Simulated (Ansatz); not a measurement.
One change: `C=CCC=O` becomes `C=CCC#N`.

Ansatz, PBE0-D4/def2-TZVP geometries, multiplicity 1. Each molecule was computed in one conformer, which needn't be the lowest.

```json
{"property": "size of the dipole moment (B3LYP/def2-TZVPP) / D", "`C=CCC=O`": "2.70"}
{"property": "LUMO energy (PBE/def2-TZVPP) / eV", "`C=CCC=O`": "-2.05"}
{"property": "size of the dipole moment (PBE/def2-TZVPP) / D", "`C=CCC=O`": "2.52"}
{"property": "HOMO energy (PBE0/def2-TZVPP) / eV", "`C=CCC=O`": "-7.30"}
{"property": "HOMO energy (ωB97M-V/def2-TZVPP) / eV", "`C=CCC=O`": "-9.62"}
{"property": "HOMO–LUMO gap (B3LYP/def2-TZVPP) / eV", "`C=CCC=O`": "5.94"}
```

Task: Give the same properties after the change, and the shifts. (Estimate.)

Result: Ansatz gave: 
```
                                        property  `C=CCC#N`  shift
size of the dipole moment (B3LYP/def2-TZVPP) / D       3.89   1.19
               LUMO energy (PBE/def2-TZVPP) / eV      -1.26   0.79
  size of the dipole moment (PBE/def2-TZVPP) / D       3.82   1.30
              HOMO energy (PBE0/def2-TZVPP) / eV      -8.12  -0.82
           HOMO energy (ωB97M-V/def2-TZVPP) / eV     -10.39  -0.77
           HOMO–LUMO gap (B3LYP/def2-TZVPP) / eV       7.44   1.50
```

With PBE0 the HOMO falls by 0.82 eV and the LUMO rises by 0.66 eV, so the gap widens by about 1.48 eV. PBE moves the HOMO by -1.14 eV and ωB97M-V by -0.77 eV. Dipoles are sizes alone; their direction can turn.

B3LYP here is the variant with VWN-RPA as its local correlation; programs differ in this.
